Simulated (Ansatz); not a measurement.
**H3O (doublet): the correlation ladder at distance O1–H3 along a hydrogen transfer = 1.302 Å, 6-31G**

How much of the correlation energy of H3O (doublet) does each wave-function method recover here?

Method: 6-31G, core rule «outside noble gas», up to 1 orbitals frozen; program: Ansatz 0.2.0, Gaussian basis.

The runs, in order: UHF; CCSD(T) on ROHF; CCSD(T) on UHF; BCCD(T) on ROHF; CISD; CCSDT(Q) on ROHF; CCSDT(Q) on UHF; CISDTQ; CCSDTQ on ROHF; CCSDTQ on UHF; CASSCF and MRCISD+Q, 3 electrons in 3 orbitals; CASSCF and NEVPT2, 3 electrons in 3 orbitals; CASSCF and MRCISD+Q, 9 electrons in 7 orbitals; CASSCF and MRCISD+Q(relaxed), 9 electrons in 7 orbitals; CASSCF and NEVPT2, 9 electrons in 7 orbitals; Full CI.

4 further runs of the same task are left out: 4 that didn't finish.

**1. The geometry**

The geometry derives from fragments relaxed apart (PBE0/def2-TZVP) and kept rigid, so it is no stationary point. A hydrogen atom is moved between rigid fragments.

4 atoms, charge 0, spin multiplicity 2.

Atoms are counted from 1 here; the program's logs count them from 0.

Bond lengths: O1–H2 0.960 Å.

**2. UHF**

Input file in.yaml:

```yaml
crystal:
  periodic: [false, false, false]
  atoms:
    - {symbol: O, position_ang: [-0.171495, -0.049094, 0.000000]}
    - {symbol: H, position_ang: [-0.420805, 0.877481, 0.000000]}
    - {symbol: H, position_ang: [1.130505, -0.049094, 0.000000]}
    - {symbol: H, position_ang: [2.012505, -0.049094, 0.000000]}
basis:
  gaussian: {orbitals: 6-31G}
magnetization: {spin_polarized: true, initial_magnetization: 1}
hamiltonian: {xc: hf}
output: {orbitals: {seedname: orbitals}}
```

On the command line:

```
> ansatz run in.yaml --threads 1 --pin off --events-out ev --progress --plain --max-ram 2393MiB
```

After this run come: CCSD(T) on ROHF; CCSD(T) on UHF; BCCD(T) on ROHF; CISD; CCSDT(Q) on ROHF; CCSDT(Q) on UHF; CISDTQ; CCSDTQ on ROHF; CCSDTQ on UHF; CASSCF and MRCISD+Q, 3 electrons in 3 orbitals; CASSCF and NEVPT2, 3 electrons in 3 orbitals; CASSCF and MRCISD+Q, 9 electrons in 7 orbitals; CASSCF and MRCISD+Q(relaxed), 9 electrons in 7 orbitals; CASSCF and NEVPT2, 9 electrons in 7 orbitals; Full CI.

Before running them: what should the planned runs give, taken together? Wanted: FCI below the RHF energy; RMP2 from FCI; UMP2 from FCI; RCCSD from FCI; RCCSD(T) from FCI; UCCSD(T) from FCI; RCCSDT(Q) from FCI; UCCSDT(Q) from FCI; NEVPT2 pair from FCI.

As calculated:

| quantity | value |
| --- | --- |
| FCI below the RHF energy | -4.0277 eV |
| RMP2 from FCI | +14.69 kcal/mol |
| UMP2 from FCI | +12.75 kcal/mol |
| RCCSD from FCI | +1.34 kcal/mol |
| RCCSD(T) from FCI | +0.39 kcal/mol |
| UCCSD(T) from FCI | +0.37 kcal/mol |
| RCCSDT(Q) from FCI | 0.00 kcal/mol |
| UCCSDT(Q) from FCI | 0.00 kcal/mol |
| NEVPT2 pair from FCI | +6.99 kcal/mol |
| MRCISD+Q pair from FCI | +1.47 kcal/mol |
| NEVPT2 valence from FCI | +8.77 kcal/mol |
| levels within 1 kcal/mol (43 meV) | RCCSD(T), UCCSD(T), BCCD(T), RCCSDT, UCCSDT, CISDTQ, RCCSDT(Q), UCCSDT(Q), RCCSDTQ, UCCSDTQ, MRCISD+Q valence, MRCISD+Q(relaxed) valence |
| T1 diagnostic | 0.047 |
| effectively unpaired electrons | 1.03 |

In words: RCCSD(T) lands +0.39 kcal/mol from the yardstick (0.4 % of the correlation energy). The occupations are near whole numbers, but T1 = 0.047 shows that the orbitals relax strongly. Of the multireference levels listed MRCISD+Q(relaxed) valence comes nearest in total energy (+0.19 kcal/mol), which doesn't show that its space is the better one. These misses are within one basis, not against nature; the frozen cores of restricted and unrestricted runs differ, which can shift their rows.
